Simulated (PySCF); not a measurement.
Formic acid, CH₂O₂.
SMILES with atom numbers: `[O:1]=[CH:2][OH:3]` (hydrogens: H4 on C2; H5 on O3)

Geometry (GFN2-xTB, Å), atoms numbered from 1 in this order:
```
atom  x, y, z in Å
O1    -0.6588    1.1265   -0.5544
C2    -0.4135    0.0254   -0.1671
O3     0.7823   -0.5386   -0.1587
H4    -1.1554   -0.6783    0.2399
H5     1.4540    0.0679   -0.5152
```

Computed, not measured: PySCF 2.14.0, density-fitted response routines, TDDFT PBE0/def2-SVPD, vertical, gas phase, core orbitals frozen in the response.

Problem. What does the calculation give for the low-lying excited states?

Solution. 

```csv
state,λ (nm),E (eV),f,symmetry,"main configurations (H = HOMO, L = LUMO)"
S1,209.2,5.93,0.0009,–,H→L (99%)
S2,159.0,7.80,0.033,A′,"H→L+1 (88%), H-1→L (10%)"
S3,144.6,8.57,0.050,A′,H→L+2 (98%)
S4,141.8,8.75,0.0029,A″,H-1→L+1 (98%)
S5,139.0,8.92,0.232,A′,"H-1→L (78%), H→L+1 (10%)"
S6,133.4,9.29,0.0001,–,H-2→L (99%)
S7,126.7,9.79,0.0008,–,H-1→L+2 (98%)
S8,126.1,9.83,0.097,A′,H→L+3 (92%)
```

Triplets (Tamm–Dancoff): T1 5.33 eV, H→L (99%); T2 6.18 eV, H-1→L (95%); T3 7.55 eV, H→L+1 (98%).

The lowest singlet comes at 209 nm (572 kJ/mol) in the ultraviolet; it is very weak; its leading configuration is HOMO→LUMO (99%). The strongest level in the table is S5 at 8.92 eV (139 nm, f = 0.232). S1 has the pattern of n→π* at C=O. The oscillator strengths of these states sum to 0.416; summed over the whole spectrum of an exact calculation they would give the number of electrons, 24 (Thomas–Reiche–Kuhn). Orbital energies (eV): HOMO-3 -13.24, HOMO-2 -11.72, HOMO-1 -9.85, HOMO -8.64, LUMO -0.23, LUMO+1 0.46, LUMO+2 1.26. Weighted by f, the mean energy of these states is 8.99 eV. Symmetry labels in Cs follow from the direction of the transition dipole and are given only for states with f of 0.002 or more. Singlets were solved by full linear response, triplets in the Tamm–Dancoff approximation.

One conformer stands for the species.
